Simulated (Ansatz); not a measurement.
A nudged elastic band was laid between two geometries of CH7AlO (10 atoms, charge 0, multiplicity 1).

The calculation used RHF/def2-mTZVP in Ansatz 0.2.0.

| Property | Result |
| --- | --- |
| movable images | 5 |
| climbing image | yes |
| spring | 5.0 eV/Å² |
| optimiser | quadratic models (default) |
| start path | through a guess of the saddle point |
| force threshold | 0.05 eV/Å |
| iteration limit | 60 |
| end points | relaxed |

Image 0:

```xyz
10
Properties=species:S:1:pos:R:3
Al 0.026 -0.126 0.313
C 0.028 0.280 2.255
H -0.900 0.004 2.753
H 0.840 -0.213 2.788
H 0.161 1.344 2.434
H 1.396 0.011 -0.487
H -1.322 0.111 -0.521
O -0.185 -2.154 0.431
H -0.921 -2.495 -0.061
H -0.235 -2.510 1.309
```

Image 6:

```xyz
10
Properties=species:S:1:pos:R:3
Al -0.133 -0.624 -0.968
C 0.098 -0.067 3.100
H -0.958 -0.006 3.329
H 0.668 -0.030 4.018
H 0.381 0.770 2.475
H 1.327 -0.064 -1.112
H -1.428 0.252 -1.180
O -0.281 -2.257 -0.570
H -1.091 -2.725 -0.465
H 0.305 -0.997 2.589
```

**Question.** What changes between the two ends?

**Answer.** Bonds broken: Al1–C2, O8–H10. Bonds formed: C2–H10. CH7AlO becomes AlH3O + CH4.

**Question.** Give the energies along the band, and the barrier.

**Answer.** The forces met the threshold. The highest image is number 2 of 0 to 6, 1.33 eV above the first end and 2.28 eV above the last; the last end lies 0.95 eV below the first. Neighbouring images differ by up to 1.9 eV, so the band resolves the path poorly. A vibrational analysis at the climbing image gives one clearly imaginary mode, 1880i cm⁻¹: a first-order saddle point. The orbitals stay closed-shell, which can raise the energy where a bond breaks towards radicals; this wasn't checked here.

| image | path coordinate (Å) | energy (eV) | Al1–C2 (Å) | O8–H10 (Å) | C2–H10 (Å) |
| --- | --- | --- | --- | --- | --- |
| 0 | 0.00 | 0.00 | 1.98 | 0.95 | 2.96 |
| 1 | 0.80 | 0.22 | 2.00 | 0.95 | 2.20 |
| 2 | 1.60 | 1.33 | 2.17 | 1.19 | 1.46 |
| 3 | 2.42 | -0.56 | 2.67 | 2.02 | 1.09 |
| 4 | 3.24 | -0.89 | 3.18 | 2.60 | 1.08 |
| 5 | 4.06 | -0.94 | 3.60 | 3.06 | 1.08 |
| 6 | 4.88 | -0.95 | 4.11 | 3.45 | 1.08 |

**Question.** What is the geometry of the highest image?

**Answer.** 
```xyz
10
Properties=species:S:1:pos:R:3
Al 0.007 -0.271 0.055
C -0.038 -0.154 2.226
H -0.984 -0.152 2.756
H 0.741 -0.485 2.903
H 0.193 0.898 2.037
H 1.413 0.174 -0.494
H -1.353 0.284 -0.527
O -0.092 -2.066 0.480
H -0.871 -2.578 0.317
H -0.127 -1.397 1.463
```

The run took 85 s on 1 thread of Arm Neoverse V2, with other jobs on the host, peak memory 0.14 GiB.
